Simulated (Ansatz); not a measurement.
# B2FH3: the cost of one run

Program: the Python package of Ansatz 0.2.0. Level of theory: Hartree-Fock/cc-pVDZ. These are calculated values, not measurements.

**1. Starting point**

Bond lengths: B1–B2 1.608 Å, B2–F3 1.433 Å, B1–H4 1.152 Å, B1–H5 1.235 Å, B2–H6 1.165 Å. Angles: B1–B2–F3 120.4°, B1–B2–H6 118.9°, F3–B2–H6 120.7°, B2–B1–H4 123.1°, B2–B1–H5 120.3°, H4–B1–H5 116.6°.

No structure file is read: the coordinates are typed or built in the script.

**2. Script**

scan_b2fh3.py

```python
"""Stretching a bond of B2FH3, the rest held rigid."""

from dataclasses import dataclass
import warnings

import ansatz as az
import numpy as np


@dataclass
class Settings:
    basis: str = "cc-pVDZ"
    xc: str = "hf"


opts = Settings()

GEOMETRY = """
B    -0.40680    0.14540   -0.68800
B     0.41960   -0.26360    0.62880
F     0.66520    0.70000    1.66000
H    -0.60540   -0.58390   -1.55690
H    -0.85570    1.28950   -0.81260
H     0.82520   -1.35150    0.72260
"""


def main() -> None:
    warnings.simplefilter("ignore", az.DeckWarning)

    b2fh3 = az.Crystal.molecule()
    for line in GEOMETRY.strip().splitlines():
        symbol, *xyz = line.split()
        b2fh3 = b2fh3.atom(symbol, [float(v) for v in xyz])

    symbols = [site.symbol for site in b2fh3.cartesian_sites]
    start = np.array([site.position_ang for site in b2fh3.cartesian_sites])
    axis = (start[3] - start[0]) / np.linalg.norm(start[3] - start[0])
    moving = [3]
    lengths, energies = [1.013, 1.06, 1.106, 1.152, 1.198, 1.244, 1.29, 1.359], []
    for length in lengths:
        xyz = start.copy()
        xyz[moving] += (length - np.linalg.norm(start[3] - start[0])) * axis
        point = az.Crystal.molecule()
        for symbol, xyz in zip(symbols, xyz):
            point = point.atom(symbol, xyz.tolist())
        job = (
            point.calculation()
            .basis(gaussian=opts.basis)
            .functional(opts.xc)
        )
        rep = job.run().report
        energies.append(rep["free_energy_ev"])
        print(f"r = {length:6.3f} A  E = {energies[-1]:.5f} eV  <S^2> = {abs(rep['mean_field']['state']['spin_squared']):.3f}")

    # quartic fit about the minimum
    fit = np.polynomial.Polynomial.fit(lengths, np.array(energies) - min(energies), 4).convert()
    roots = [r.real for r in fit.deriv().roots() if abs(r.imag) < 1e-9 and fit.deriv(2)(r.real) > 0]
    r_e = min(roots, key=lambda r: abs(r - lengths[int(np.argmin(energies))]))
    print(f"minimum of the fit at {r_e:.4f} A, force constant {fit.deriv(2)(r_e):.2f} eV/A^2")


if __name__ == "__main__":
    main()
```

**3. The input behind the calls**

The package turns the script's settings into the engine's input (first run):

```yaml
crystal:
  periodic: [false, false, false]
  atoms:
    - { symbol: B, position_ang: [-0.4068, 0.1454, -0.688] }
    - { symbol: B, position_ang: [0.4196, -0.2636, 0.6288] }
    - { symbol: F, position_ang: [0.6652, 0.7, 1.66] }
    - { symbol: H, position_ang: [-0.5814893989585923, -0.49609536082830474, -1.45228811054945] }
    - { symbol: H, position_ang: [-0.8557, 1.2895, -0.8126] }
    - { symbol: H, position_ang: [0.8252, -1.3515, 0.7226] }
basis:
  gaussian:
    orbitals: cc-pVDZ
hamiltonian:
  xc: hf
```

**4. Running it**

The run is started by

```bash
$ python scan_b2fh3.py
```

What time and memory should one allow on 1 thread of Arm Neoverse V2, shared host?

About 2 s, with a peak of 0.15 GiB.
